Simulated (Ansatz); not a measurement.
# Al2O (triplet): wave-function methods side by side at a displaced geometry (v1), cc-pVDZ

How much of the correlation energy of Al2O (triplet) does each wave-function method recover here?

Computed with Ansatz 0.2.0, Gaussian basis. Level: cc-pVDZ, core rule «outside noble gas», up to 11 orbitals frozen.

Plan: UHF; CCSD(T) on ROHF; CCSD(T) on UHF; BCCD(T) on ROHF; CISD; CCSDT(Q) on ROHF; CCSDT(Q) on UHF.

40 further runs of the same task are left out: 12 for a known fault of the program, 14 that didn't finish, 14 set aside as unsound or not needed.

## (1) What is computed

The geometry is a PBE0/def2-TZVP stationary point (not a proven minimum) with its atoms shifted at random (size 0.040 Å).

3 atoms, charge 0, spin multiplicity 3.

Atoms are counted from 1 here; the program's logs count them from 0.

Bond lengths: Al1–O2 1.710 Å, O2–Al3 1.743 Å. Angles: Al1–O2–Al3 177.0°.

## (2) UHF

Input file in.yaml:

```yaml
crystal:
  periodic: [false, false, false]
  atoms:
    - {symbol: Al, position_ang: [-0.015433, -0.009008, 1.720740]}
    - {symbol: O, position_ang: [-0.016266, -0.025151, 0.010487]}
    - {symbol: Al, position_ang: [0.031698, 0.034159, -1.731227]}
basis:
  gaussian: {orbitals: cc-pVDZ}
magnetization: {spin_polarized: true, initial_magnetization: 2}
hamiltonian: {xc: hf}
output: {orbitals: {seedname: orbitals}}
```

The run is started by

```bash
ansatz run in.yaml --threads 1 --pin off --events-out ev --progress --plain --max-ram 2393MiB
```

Further steps of the session: CCSD(T) on ROHF; CCSD(T) on UHF; BCCD(T) on ROHF; CISD; CCSDT(Q) on ROHF; CCSDT(Q) on UHF.

Q: Predict the results of all the runs planned. Wanted: RCCSDT(Q) from the RHF energy; RMP2 from RCCSDT(Q); UMP2 from RCCSDT(Q); RCCSD from RCCSDT(Q); RCCSD(T) from RCCSDT(Q); UCCSD(T) from RCCSDT(Q); UCCSDT(Q) from RCCSDT(Q); T1 diagnostic.

The runs gave:

```
                         quantity         value
    RCCSDT(Q) from the ROHF energy    -7.6354 eV
              RMP2 from RCCSDT(Q)  +71.5 kJ/mol
              UMP2 from RCCSDT(Q)  +70.8 kJ/mol
             RCCSD from RCCSDT(Q)  +31.4 kJ/mol
          RCCSD(T) from RCCSDT(Q)   +9.0 kJ/mol
          UCCSD(T) from RCCSDT(Q)   +9.0 kJ/mol
         UCCSDT(Q) from RCCSDT(Q)   -0.6 kJ/mol
levels within 1 kcal/mol (43 meV)     UCCSDT(Q)
                    T1 diagnostic         0.029
```

In words: RCCSD(T) lands +9.0 kJ/mol from the yardstick (1.2 % of the correlation energy). These misses are within one basis, not against nature; the frozen cores of restricted and unrestricted runs differ, which can shift their rows.

With open shells the CI space here admits some triples and quadruples, so it is larger than plain CISD.
